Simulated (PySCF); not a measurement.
Compound: COS.
SMILES: `O=C=S`

Computed, not measured: PBE0/def2-SVPD in PySCF (dipole) on a GFN2-xTB geometry, gas phase.

Take the most abundant isotopes and a rigid rotor. 

Question: What are the moment of inertia and the rotational constant?

Answer: I = 81.237 u·Å², B = 505379 MHz·u·Å²/I = 6221 MHz (0.2075 cm⁻¹, or 0.299 K as hB/k).

Question: List the first levels of a rigid rotor in a Σ state.

Answer: E(J) = BJ(J+1): J = 1: 0.415, J = 2: 1.245, J = 3: 2.490, J = 4: 4.150, J = 5: 6.225, J = 6: 8.715 cm⁻¹.

Question: Where do the first rotational lines fall?

Answer: The dipole is 0.81 D; J+1 ← J lies at 2B(J+1): 1 ← 0 at 12.44 GHz, 2 ← 1 at 24.88 GHz, 3 ← 2 at 37.33 GHz, 4 ← 3 at 49.77 GHz, 5 ← 4 at 62.21 GHz, 6 ← 5 at 74.65 GHz.

Question: Estimate the classical rotational partition function at 25 K, 50 K and 500 K.

Answer: Point group C∞v, symmetry number σ = 1; q = kT/(σhB), k/h = 20836.6 MHz/K: 83.7 at 25 K, 167 at 50 K, 1670 at 500 K.

Stationary, but not proved a minimum. Constants of a rigid frame at the computed geometry: no zero-point averaging, no centrifugal distortion.
